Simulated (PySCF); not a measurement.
The group X on allenyl-X is varied. All species are isolated molecules in the gas phase. One relaxed conformer stands for each flexible species; it need not be the lowest. Strings in code marks are SMILES.

A: X = siloxy (`C(O[SiH3])=C=C`)
B: X = isocyano (`[C-]#[N+]C=C=C`)
C: X = H (`C=C=C`)
D: X = germyl

Problem. Order them by HOMO–LUMO gap (lowest first) at the level PySCF 2.14.0 with PBE-D3(BJ)/def2-TZVP // PBE0-D3(BJ)/def2-TZVP.

Solution. A (4.23 eV), B (4.77 eV), D (5.32 eV), C (5.85 eV)
